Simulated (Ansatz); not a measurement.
# CH₄OS (SMILES OCS): one structure at several levels

The atoms stand at a structure displaced at random from a GFN2-xTB minimum. How far do the functionals agree with CCSD(T) there?

Method: single points in def2-TZVPP; program: Ansatz 0.2.0, Gaussian basis.

Cores are frozen in the correlated methods. B3LYP uses VWN-RPA correlation.

### Step 1. The system as given

SMILES `OCS`, 7 atoms, charge 0, spin multiplicity 1.

Atoms are counted from 1 here; the program's logs count them from 0.

Bond lengths: O1–C2 1.352 Å, O1–H4 0.883 Å, C2–S3 1.813 Å, C2–H5 1.028 Å, C2–H6 1.259 Å, S3–H7 1.185 Å. Angles: C2–O1–H4 116.2°, O1–C2–S3 112.3°, O1–C2–H5 114.6°, O1–C2–H6 105.3°, S3–C2–H5 116.6°, S3–C2–H6 92.1°, H5–C2–H6 113.3°, C2–S3–H7 100.6°.

Coordinates:

```csv
atom,x (Å),y (Å),z (Å)
O1,-1.1371,-0.5116,-0.1560
C2,-0.1832,0.4458,-0.1470
S3,1.4816,-0.2419,0.0583
H4,-1.2502,-0.9419,-0.9192
H5,-0.2960,1.1687,-0.8691
H6,-0.1862,0.9082,1.0245
H7,1.3240,-0.9115,1.0237
```

### Step 2. CCSD(T)/def2-TZVPP

run/in.yaml reads:

```yaml
crystal:
  periodic: [false, false, false]
  atoms:
    - {symbol: O, position_ang: [-1.137100, -0.511600, -0.156000]}
    - {symbol: C, position_ang: [-0.183200, 0.445800, -0.147000]}
    - {symbol: S, position_ang: [1.481600, -0.241900, 0.058300]}
    - {symbol: H, position_ang: [-1.250200, -0.941900, -0.919200]}
    - {symbol: H, position_ang: [-0.296000, 1.168700, -0.869100]}
    - {symbol: H, position_ang: [-0.186200, 0.908200, 1.024500]}
    - {symbol: H, position_ang: [1.324000, -0.911500, 1.023700]}
basis:
  gaussian: {orbitals: def2-TZVPP}
correlation: {method: ccsd_t}
output: {forces: true}
```

The command line of these runs was not kept.

### Step 3. PBE0-D4/def2-TZVPP

run/in.yaml, as its differences from that of step 2:

```diff
@@ -12,3 +12,3 @@
   gaussian: {orbitals: def2-TZVPP}
-correlation: {method: ccsd_t}
-output: {forces: true}
+hamiltonian: {xc: pbe0, dispersion: d4}
+output: {forces: true, orbitals: {seedname: orbitals}}
```

### Step 4. wB97M-V/def2-TZVPP

run/in.yaml, as its differences from that of step 3:

```diff
@@ -12,3 +12,3 @@
   gaussian: {orbitals: def2-TZVPP}
-hamiltonian: {xc: pbe0, dispersion: d4}
-output: {forces: true, orbitals: {seedname: orbitals}}
+hamiltonian: {xc: {name: wB97M-V}}
+output: {forces: true}
```

### Step 5. r2SCAN-D4/def2-TZVPP

run/in.yaml, as its differences from that of step 4:

```diff
@@ -12,3 +12,3 @@
   gaussian: {orbitals: def2-TZVPP}
-hamiltonian: {xc: {name: wB97M-V}}
+hamiltonian: {xc: r2scan, dispersion: d4}
 output: {forces: true}
```

### Step 6. PBE-D4/def2-TZVPP

run/in.yaml, as its differences from that of step 5:

```diff
@@ -12,3 +12,3 @@
   gaussian: {orbitals: def2-TZVPP}
-hamiltonian: {xc: r2scan, dispersion: d4}
+hamiltonian: {xc: pbe, dispersion: d4}
 output: {forces: true}
```

### Step 7. B3LYP-D4/def2-TZVPP

run/in.yaml, as its differences from that of step 6:

```diff
@@ -12,3 +12,3 @@
   gaussian: {orbitals: def2-TZVPP}
-hamiltonian: {xc: pbe, dispersion: d4}
+hamiltonian: {xc: {name: B3LYP}, dispersion: d4}
 output: {forces: true}
```

### Step 8. r2SCAN0-D4/def2-TZVPP

run/in.yaml, as its differences from that of step 7:

```diff
@@ -12,3 +12,3 @@
   gaussian: {orbitals: def2-TZVPP}
-hamiltonian: {xc: {name: B3LYP}, dispersion: d4}
+hamiltonian: {xc: {name: r2SCAN0}, dispersion: d4}
 output: {forces: true}
```

(Steps that only read results are left out.)

Before running it: what results should come out? Wanted: energy less free atoms, CCSD(T)/def2-TZVPP; RMS force component; RMS force error; HOMO and LUMO, PBE0-D4; T1 diagnostic.

As calculated:

```
                                  quantity                                                                                               value
energy less free atoms, CCSD(T)/def2-TZVPP                                                                                      -2189.7 kJ/mol
                       RMS force component                                                                3.150 to 3.294 eV/Å over the methods
                           RMS force error  PBE0-D4 0.184, wB97M-V 0.082, r2SCAN-D4 0.116, PBE-D4 0.229, B3LYP-D4 0.095, r2SCAN0-D4 0.210 eV/Å
                    HOMO and LUMO, PBE0-D4                                                                                   -6.83 and 0.72 eV
                             T1 diagnostic                                                                                               0.011
```

Against CCSD(T) the functionals' energies less atoms differ by -120.3 to -27.7 kJ/mol, PBE-D4 by -120.3 kJ/mol. CCSD(T) in triple zeta still lacks some correlation energy of the bonds, so part of these gaps is its own basis error and they don't rank the functionals. The forces of wB97M-V come nearest to CCSD(T), those of PBE-D4 are farthest. Frozen-core CCSD(T) forces in triple zeta carry basis errors of their own, and this is one geometry, so small gaps rank nothing.
